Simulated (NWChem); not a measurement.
**Spin states of O**

```xyz
1

O      0.0000     0.0000     0.0000
```
Charge 0, spin multiplicity 3.

Program: NWChem.

Basis set: def2-TZVP. The gap is E(triplet) − E(singlet), so a negative value puts the higher spin lower. Open shells are unrestricted, coupled cluster uses restricted open-shell references, and the singlet is the closed-shell solution. The triplet is the single determinant that the SCF runs reached, with unpaired electrons in orbitals of symmetry b1u and b2u (D2h labels); it need not be the lowest triplet, which in molecules with degenerate π orbitals can need several determinants. Where the lowest singlet needs several determinants, the single determinant used here isn't a pure state and places it wrongly.

| method | vertical singlet-triplet gap (kcal/mol) | remark | difference from CCSD(T) |
|---|---|---|---|
| CR-CCSD(T) | -52.2 | large amplitudes | -1.0 |
| HF | -80.1 | - | -28.9 |
| B2PLYP | -64.2 | - | -13.0 |
| M06-2X | -59.7 | - | -8.5 |
| B3LYP | -63.7 | - | -12.5 |
| MP2 | -66.6 | - | -15.4 |
| CCSD(T) | -51.2 | large amplitudes | 0.0 |

The values span 28.9 kcal/mol, from HF (lowest) to CCSD(T) (highest). 

The correlated methods keep 1 core orbital frozen. B3LYP has NWChem's definition, with VWN1-RPA local correlation. The stability of the SCF solutions was not checked. Open-shell Hartree-Fock references start from PBE0 orbitals. No row is a measurement; the coupled-cluster row has its own basis-set and correlation limits.
